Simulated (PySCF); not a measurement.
# Bonding in `C[C+](C)C`

Species: C4H9 (charge +1).
Atom-mapped SMILES: `[CH3:1][C+:2]([CH3:3])[CH3:4]` (hydrogens: H5, H6, H7 on C1; H8, H9, H10 on C3; H11, H12, H13 on C4)

Cartesian coordinates in Å at the GFN2-xTB level; atoms count from 1:
```
atom  x, y, z in Å
C1    -0.4204    1.3827    0.0787
C2    -0.0014   -0.0011   -0.0016
C3     1.4073   -0.3340    0.0405
C4    -0.9910   -1.0506   -0.1238
H5    -0.9482    1.5302    1.0298
H6     0.3981    2.0956    0.0216
H7    -1.1848    1.6086   -0.6699
H8     1.8801    0.1300    0.9128
H9     1.9203    0.1452   -0.8018
H10    1.6105   -1.4017    0.0297
H11   -2.0177   -0.6983   -0.0642
H12   -0.8447   -1.5654   -1.0817
H13   -0.8126   -1.8407    0.6122
```

Bond orders from the PBE0/pcSseg-1 density (PySCF). Geometry: GFN2-xTB; no solvent, vibrations or thermal averaging.

How far do the computed orders between heavy atoms stray from the drawn ones?

The largest departure is 0.150, at C2–C4 (drawn single, 1.150), C1–C2 (drawn single, 1.149) and C2–C3 (drawn single, 1.147). Drawn single, order above 1.12: C1–C2 (1.149), C2–C3 (1.147) and C2–C4 (1.150). The SMILES, with its formal charges, is one Lewis structure only.

Set the Mayer orders of the bonds beside their lengths.

| bond | drawn as | length (Å) | Mayer order |
| --- | --- | --- | --- |
| C1–C2 | single | 1.448 | 1.149 |
| C2–C3 | single | 1.448 | 1.147 |
| C2–C4 | single | 1.448 | 1.150 |
| C1–H5 | single | 1.098 | 0.864 |
| C1–H6 | single | 1.087 | 0.941 |
| C1–H7 | single | 1.094 | 0.891 |
| C3–H8 | single | 1.095 | 0.882 |
| C3–H9 | single | 1.096 | 0.872 |
| C3–H10 | single | 1.087 | 0.943 |
| C4–H11 | single | 1.087 | 0.942 |
| C4–H12 | single | 1.097 | 0.868 |
| C4–H13 | single | 1.094 | 0.885 |

Sum the orders of all bonds at each heavy atom with more than one neighbour and set the sums beside the valence in the SMILES.

C1 3.845 (drawn 4), C2 3.446 (drawn 3), C3 3.844 (drawn 4), C4 3.845 (drawn 4). Orders between atoms that aren't bonded are not in these sums.

For a closed shell the Mayer order of atoms A and B is Σ (PS)μν (PS)νμ over the basis functions μ on A and ν on B, with P the density and S the overlap matrix.
